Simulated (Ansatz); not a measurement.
# AlSi+ (triplet): from Hartree-Fock to the top rungs, def2-TZVPP

An exercise on one series of results from a longer session: the logs are not shown, and one member is left open.

Method: def2-TZVPP, core rule «outside noble gas», up to 10 orbitals frozen; program: Ansatz 0.2.0, Gaussian basis.

Plan: UHF; ROHF; CCSD(T) on UHF.

2 further runs of the same task are left out: 2 set aside as unsound or not needed.

## The geometry

The geometry is a PBE0/def2-TZVP stationary point (not a proven minimum) of the parent state, kept for this charge and spin.

2 atoms, charge 1, spin multiplicity 3.

Atoms are counted from 1 here; the program's logs count them from 0.

No contacts short enough for the rule that draws bonds.

The first run:

File in.yaml:

```yaml
crystal:
  periodic: [false, false, false]
  atoms:
    - {symbol: Si, position_ang: [0.000000, 0.000000, 0.000000]}
    - {symbol: Al, position_ang: [0.000000, 0.000000, 3.079000]}
basis:
  gaussian: {orbitals: def2-TZVPP}
total_charge: 1
magnetization: {spin_polarized: true, initial_magnetization: 2}
hamiltonian: {xc: hf}
output: {orbitals: {seedname: orbitals}}
```

On the command line:

```
ansatz run in.yaml --threads 1 --pin off --events-out ev --progress --plain --max-ram 4096MiB --backend cpu
```

Steps of the session up to this table: UHF; ROHF; CCSD(T) on UHF.

One table of the session follows, with a row left open; its other results are not shown here.

It belongs to the step «Misses and costs». 

```
  method  from UCCSD(T) (kcal/mol)
    ROHF                    +81.91
     UHF                    +77.65
    UMP2                    +21.54
   UCCSD                         ?
UCCSD(T)                         0
```

Estimate the missing values for UCCSD.

**Answer.** from UCCSD(T) (kcal/mol): +2.68. In the column «from UCCSD(T) (kcal/mol)» it lies between UCCSD(T) (0) and UMP2 (+21.54).
